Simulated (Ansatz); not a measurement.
Process, species as SMILES: O=CO + H+ → O=C[OH2+]
B3LYP-D3(BJ)/def2-TZVP geometries, fixed; electronic energies without zero-point terms; positive where energy is released.
Largest species:
```
O
H 1 0.9757
H 1 0.9767 2 111.71
C 1 1.6993 2 121.90 3 141.92
O 4 1.1347 1 115.09 2 -152.58
H 4 1.0879 5 142.66 1 176.53
```
Charge +1, spin multiplicity 1.

Basis-set convergence of the proton affinity at B2PLYP with Ansatz (an electronic-structure program). Cartesian d functions, on some or all atoms, in 6-31G*, 6-31G**; all else is spherical. Cores are frozen. Species with rotatable bonds are taken in one conformer. The proton sits at the site shown, which need not be the one that binds it best. No added dispersion term, no relativity. Functions are those of the species that has most. Reference: the value in aug-pcseg-3, 162.67 kcal/mol, itself unsure by roughly 0.07 kcal/mol (its mean distance from aug-cc-pVQZ, def2-QZVPPD, pcseg-3). Deviations are taken from unrounded values.

| basis | functions | proton affinity (kcal/mol) | minus reference (kcal/mol) |
|---|---|---|---|
| STO-3G | 18 | 220.64 | 57.97 |
| 6-31G | 33 | 169.12 | 6.45 |
| pcseg-0 | 33 | 167.88 | 5.21 |
| def2-SV(P) | 48 | 158.14 | -4.53 |
| 6-31G* | 51 | 162.00 | -0.67 |
| cc-pVDZ | 57 | 166.41 | 3.73 |
| pcseg-1 | 57 | 160.68 | -2.00 |
| 6-31G** | 60 | 166.30 | 3.63 |
| 6-311+G** | 84 | 163.54 | 0.87 |
| def2-SVPD | 90 | 160.53 | -2.15 |
| aug-cc-pVDZ | 96 | 161.59 | -1.09 |
| aug-pcseg-1 | 96 | 160.20 | -2.47 |
| def2-TZVP | 111 | 162.21 | -0.47 |
| cc-pVTZ | 132 | 164.31 | 1.64 |
| pcseg-2 | 132 | 162.89 | 0.22 |
| def2-TZVPP | 135 | 163.38 | 0.71 |
| aug-pcseg-2 | 207 | 162.62 | -0.05 |
| def2-QZVPP | 261 | 162.91 | 0.24 |
